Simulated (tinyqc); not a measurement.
ROHF in the sto-3g basis, for LiH+, spin multiplicity 2, step by step. One step of it, computed by the program tinyqc.

Task: Iteration 1: Roothaan effective Fock matrix. With projectors Pc = D(beta) S, Po = (D(alpha) - D(beta)) S, Pv = 1 - D(alpha) S, the block xy is Px^T F Py; with Fc = (F(alpha) + F(beta))/2, the blocks are Fc for cc, oo, vv and cv, F(beta) for co and F(alpha) for ov.

F(alpha) (hartree), order 1Li 1s, 1Li 2s, 1Li 2px, 1Li 2py, 1Li 2pz, 2H 1s:
```
[[-3.335220, -0.802277, 0.000000, 0.000000, -0.002846, -0.035700],
 [-0.802277, -0.539096, 0.000000, 0.000000, -0.040567, -0.186940],
 [0.000000, 0.000000, -0.154334, 0.000000, 0.000000, 0.000000],
 [0.000000, 0.000000, 0.000000, -0.154334, 0.000000, 0.000000],
 [-0.002846, -0.040567, 0.000000, 0.000000, -0.200449, -0.226768],
 [-0.035700, -0.186940, 0.000000, 0.000000, -0.226768, -0.455675]]
```

F(beta) (hartree), order 1Li 1s, 1Li 2s, 1Li 2px, 1Li 2py, 1Li 2pz, 2H 1s:
```
[[-2.480342, -0.665774, 0.000000, 0.000000, -0.002236, -0.029639],
 [-0.665774, -0.442573, 0.000000, 0.000000, -0.030969, -0.141898],
 [0.000000, 0.000000, -0.134484, 0.000000, 0.000000, 0.000000],
 [0.000000, 0.000000, 0.000000, -0.134484, 0.000000, 0.000000],
 [-0.002236, -0.030969, 0.000000, 0.000000, -0.166495, -0.175709],
 [-0.029639, -0.141898, 0.000000, 0.000000, -0.175709, -0.258342]]
```

D(alpha) at the start, order 1Li 1s, 1Li 2s, 1Li 2px, 1Li 2py, 1Li 2pz, 2H 1s:
```
[[1.037720, -0.111878, 0.000000, 0.000000, 0.002485, -0.011467],
 [-0.111878, 0.507644, 0.000000, 0.000000, -0.003769, 0.046227],
 [0.000000, 0.000000, 0.000000, 0.000000, 0.000000, 0.000000],
 [0.000000, 0.000000, 0.000000, 0.000000, 0.000000, 0.000000],
 [0.002485, -0.003769, 0.000000, 0.000000, 0.001323, 0.024262],
 [-0.011467, 0.046227, 0.000000, 0.000000, 0.024262, 0.472944]]
```

D(beta) at the start, order 1Li 1s, 1Li 2s, 1Li 2px, 1Li 2py, 1Li 2pz, 2H 1s:
```
[[0.518860, -0.055939, 0.000000, 0.000000, 0.001243, -0.005733],
 [-0.055939, 0.253822, 0.000000, 0.000000, -0.001884, 0.023114],
 [0.000000, 0.000000, 0.000000, 0.000000, 0.000000, 0.000000],
 [0.000000, 0.000000, 0.000000, 0.000000, 0.000000, 0.000000],
 [0.001243, -0.001884, 0.000000, 0.000000, 0.000661, 0.012131],
 [-0.005733, 0.023114, 0.000000, 0.000000, 0.012131, 0.236472]]
```

overlap S, order 1Li 1s, 1Li 2s, 1Li 2px, 1Li 2py, 1Li 2pz, 2H 1s:
```
[[1.000000, 0.241137, 0.000000, 0.000000, 0.000000, 0.009747],
 [0.241137, 1.000000, 0.000000, 0.000000, 0.000000, 0.209635],
 [0.000000, 0.000000, 1.000000, 0.000000, 0.000000, 0.000000],
 [0.000000, 0.000000, 0.000000, 1.000000, 0.000000, 0.000000],
 [0.000000, 0.000000, 0.000000, 0.000000, 1.000000, 0.312549],
 [0.009747, 0.209635, 0.000000, 0.000000, 0.312549, 1.000000]]
```

Give: effective F.

Result:

effective F (hartree), order 1Li 1s, 1Li 2s, 1Li 2px, 1Li 2py, 1Li 2pz, 2H 1s:
```
[[-2.683, -0.675, 0.000, 0.000, -0.002, -0.032],
 [-0.675, -0.476, 0.000, 0.000, -0.034, -0.162],
 [0.000, 0.000, -0.144, 0.000, 0.000, 0.000],
 [0.000, 0.000, 0.000, -0.144, 0.000, 0.000],
 [-0.002, -0.034, 0.000, 0.000, -0.183, -0.203],
 [-0.032, -0.162, 0.000, 0.000, -0.203, -0.367]]
```
